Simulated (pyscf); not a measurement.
# Four-centre exchange: H₂P–GeH₃ (SMILES [PH2][GeH3]) + H₂ (SMILES [H][H]) → H₂P–GeH₃ (SMILES [PH2][GeH3]) + H₂ (SMILES [H][H])

Gas phase, singlet surface, charge 0. Bonds broken: P1–H3, H8–H9. Bonds formed: P1–H8, H3–H9. Structures and frequencies: ωB97X-D3(BJ)/def2-SVP in PySCF.

Transition state (Å):

```xyz
9

P     -0.1539     0.6496     0.9311
Ge    -0.6540    -1.4597    -0.0581
H     -0.7017     2.0868     1.6490
H     -0.5611     1.3464    -0.2365
H      0.1574    -1.6472    -1.3534
H     -0.3065    -2.5995     0.9133
H     -2.1534    -1.5400    -0.3999
H      0.8707     1.9979     1.0484
H      0.1558     2.6995     1.4368
```

One imaginary mode, 2428i cm⁻¹; descent along it reached the two sides named.

```csv
bond,change,reactant side (Å),saddle,product side
P1–H3,breaks,1.424,1.697,3.1
H8–H9,breaks,0.761,1.074,4.1
P1–H8,forms,3.1,1.698,1.424
H3–H9,forms,4.1,1.075,0.761
```

Electronic energies relative to the separated reactants (kJ/mol):

```
level                   barrier  reaction energy  reverse barrier
----------------------  -------  ---------------  ---------------
ωB97X-D3(BJ)/def2-TZVP    338.0              0.0            338.0
PBE/def2-TZVP             269.7              0.0            269.7
r²SCAN/def2-TZVP          294.3              0.0            294.3
B3LYP-D3(BJ)/def2-TZVP    309.7              0.0            309.7
PBE0-D3(BJ)/def2-TZVP     298.5              0.0            298.5
M06-2X/def2-TZVP          337.8              0.0            337.8
ωB97M-D3(BJ)/def2-TZVP    326.3              0.0            326.3
HF/def2-TZVP              430.3              0.0            430.3
```

With ωB97M-D3(BJ)/def2-TZVP energies and thermal terms (ideal gas, 1 atm, RRHO with modes under 100 cm⁻¹ raised to 100, one conformer, R ln 2 for chiral ones without a mode under 150 cm⁻¹), in kJ/mol:

```
T (K)    ΔH‡    ΔG‡   ΔH   ΔG
-----  -----  -----  ---  ---
298    319.5  353.2  0.0  0.0
600    317.0  388.6  0.0  0.0
900    317.6  424.3  0.0  0.0
1200   319.4  459.7  0.0  0.0
```

The same reactants have a lower exit, to PH₃ + GeH₄ (barrier +264.3 kJ/mol at ωB97M-D3(BJ)/def2-TZVP, against +326.3 kJ/mol here). This is the saddle that the search found; another between the same sides may lie lower. Elements up to Kr have no core potential and no relativistic terms here.
